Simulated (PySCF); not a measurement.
Structure elucidation problem

The spectra below were simulated for a compound C5H10.

1H NMR (400 MHz, computed): δ 5.97 (m, 1H), 5.28 (m, 1H), 5.11 (m, 1H), 2.28 (m, 1H), 1.01 (d, 6H).

13C{1H} NMR (computed): δ 157.7 (CH), 118.3 (CH2), 41.1 (CH), 25.8 (CH3, 2C).

All values are calculated (PySCF 2.14): geometry from PBE0-D3(BJ)/def2-TZVP, B97-2/pcSseg-2 with gauge-including orbitals. Single conformer, non-relativistic Hamiltonian, fast rotation and ring inversion assumed for equivalent nuclei, no solvent model.

Scale: 1H and 13C against TMS (reference shieldings calculated alike).

Question: Deduce the structure.

Answer: 
Rings plus π bonds: 1 (no ring in the answer). 4 carbon signals for 5 carbons: some carbons are equivalent by symmetry or fast rotation. Carbon types of the structure: 2 × CH, 1 × CH2, 2 × CH3, which accounts for all hydrogens. δC 157.7: alkene CH; an sp2 carbon of a C=C bond. δC 118.3: terminal =CH2 carbon; the olefinic region. δC 41.1: allylic sp3 CH; a saturated carbon with 3 carbon neighbours and no heteroatom attached. δC 25.8: methyl carbon; saturated and bonded to C and H only. δH 5.97: hydrogen on an alkene CH; olefinic region. δH 5.28, 5.11: hydrogen on a terminal =CH2 carbon; olefinic region. δH 2.28: hydrogen on an allylic sp3 CH; allylic position.

These data were computed for `C=CC(C)C`.

The shifts were computed for this structure.

Shifts are as computed. Against solution values, carbons near 30 ppm lie about +3 ppm off and those near 130 ppm about +7 ppm. Of 1309 compounds with measured shifts, 239 miss one by over three times the rms of a fit or turn the order of signals round; such compounds aren't used in these exercises. Multiplicities follow the n + 1 count of equivalent neighbours, as no J values were calculated; m marks all less simple cases, F and P coupling included.
